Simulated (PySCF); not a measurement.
## MgH2: PBE0 against B3LYP

Base calculation in PySCF with density fitting and no spin–orbit coupling, PBE0/def2-TZVP (no relativity): singlet, D∞h, Mg–H 1.706 Å (×2); wavenumbers 452 (×2), 1606, 1636 cm⁻¹; gap between the highest occupied and lowest empty levels 6.68 eV, polar-tensor charge of Mg 0.92 e, atomisation energy (no zero-point energy) 420 kJ/mol.

Task: What changes on going to B3LYP/def2-TZVP (no relativity)?

Result: The point group stays the same. Changes: mean bond to Mg -0.006 Å, highest wavenumber +8 cm⁻¹, lowest wavenumber +4 cm⁻¹, gap between the highest occupied and lowest empty levels -0.38 eV, polar-tensor charge of Mg -0.01 e, atomisation energy (no zero-point energy) +20 kJ/mol. The new structure has Mg–H 1.700 Å (×2), with wavenumbers 456 (×2), 1613, 1644 cm⁻¹.

Each species is the lowest minimum found with this bonding; other isomers or fragments can lie lower.
